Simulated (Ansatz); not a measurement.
# H₃S+ (singlet): the correlation ladder at distance S1–H2 = 1.517 Å, cc-pVDZ

One table from this session's results is given with a row withheld; the runs are named, their logs left out.

Computed with Ansatz 0.2.0, Gaussian basis. Level: cc-pVDZ, core rule «outside noble gas», up to 5 orbitals frozen.

Plan: UHF; CCSD(T) on RHF; BCCD(T) on RHF; CISD; CCSDT(Q) on RHF; CCSDTQ on RHF; CASSCF and MRCISD+Q, 2 electrons in 2 orbitals; CASSCF and NEVPT2, 2 electrons in 2 orbitals; CASSCF and MRCISD+Q, 8 electrons in 7 orbitals; CASSCF and NEVPT2, 8 electrons in 7 orbitals.

13 further runs of the same task are left out: 12 that didn't finish, 1 set aside as unsound or not needed.

**The system**

The geometry derives from a PBE0/def2-TZVP stationary point (not a proven minimum). One bond is set to the value named and the two fragments are kept rigid.

4 atoms, charge 1, spin multiplicity 1.

Atoms are counted from 1 here; the program's logs count them from 0.

Bond lengths: S1–H2 1.517 Å, S1–H3 1.357 Å, S1–H4 1.357 Å. Angles: H2–S1–H3 94.1°, H2–S1–H4 94.1°, H3–S1–H4 94.1°.

The first run:

Contents of in.yaml:

```yaml
crystal:
  periodic: [false, false, false]
  atoms:
    - {symbol: S, position_ang: [-0.003498, -0.000035, -0.064933]}
    - {symbol: H, position_ang: [1.274177, 0.013550, 0.752779]}
    - {symbol: H, position_ang: [-0.592046, 0.987420, 0.656480]}
    - {symbol: H, position_ang: [-0.570865, -0.999868, 0.656400]}
basis:
  gaussian: {orbitals: cc-pVDZ}
total_charge: 1
magnetization: {spin_polarized: true, initial_magnetization: 0}
hamiltonian: {xc: hf}
output: {orbitals: {seedname: orbitals}}
```

On the command line:

```sh
> ansatz run in.yaml --threads 1 --pin off --events-out ev --progress --plain --max-ram 2393MiB
```

Steps of the session up to this table: UHF; CCSD(T) on RHF; BCCD(T) on RHF; CISD; CCSDT(Q) on RHF; CCSDTQ on RHF; CASSCF and MRCISD+Q, 2 electrons in 2 orbitals; CASSCF and NEVPT2, 2 electrons in 2 orbitals; CASSCF and MRCISD+Q, 8 electrons in 7 orbitals; CASSCF and NEVPT2, 8 electrons in 7 orbitals.

One of the session's tables, all rows but one given; the rest of the session is left out.

It belongs to the step «Misses and costs». 

```
          method  from RCCSDTQ (kJ/mol)
             RHF                 +473.3
            RMP2                  +83.6
            CISD                  +35.3
           RCCSD                  +12.6
        RCCSD(T)                   +2.1
         BCCD(T)                   +2.1
          RCCSDT                   +0.7
       RCCSDT(Q)                   +0.1
         RCCSDTQ                      0
     CASSCF pair                 +420.8
     NEVPT2 pair                  +76.8
     MRCISD pair                  +27.0
   MRCISD+Q pair                   -0.8
  CASSCF valence                 +317.0
  NEVPT2 valence                  +68.4
  MRCISD valence                  +14.7
MRCISD+Q valence                      ?
```

Estimate the missing values for MRCISD+Q valence.

**Answer.** from RCCSDTQ (kJ/mol): -0.3. In the column «from RCCSDTQ (kJ/mol)» it lies between MRCISD+Q pair (-0.8) and RCCSDTQ (0).
